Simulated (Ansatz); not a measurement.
# Hg (model structure, started from the bcc type, Im-3m, No. 229, 1 atom in the cell)

Computed with PBEsol (PAW; Ansatz, a program for electronic structure).

Numerical settings: plane-wave cutoff 500 eV, 28×28×28 k mesh, Fermi–Dirac smearing 0.1 eV, scalar-relativistic PAW data made under PBE.

Cell (relaxed at this level):

```yaml
crystal:
  lattice:
    - [-1.81486, 1.81486, 1.81486]
    - [1.81486, -1.81486, 1.81486]
    - [1.81486, 1.81486, -1.81486]
  atoms:
    - { symbol: Hg, position: [0.00000, 0.00000, 0.00000] }
```

```json
{
  "band_gap": "none"
}
```

Note: the relaxation could raise the start's symmetry but not lower it, so the cell can be a saddle point.

Spin–orbit coupling is not included; it can shift volumes and moduli of such heavy elements.

The computed numbers hold no vibrational or temperature effects.

A model structure was made by putting elements into a prototype or built by hand; it is no filed structure, need not be a known phase, and can be a saddle point held by its symmetry.
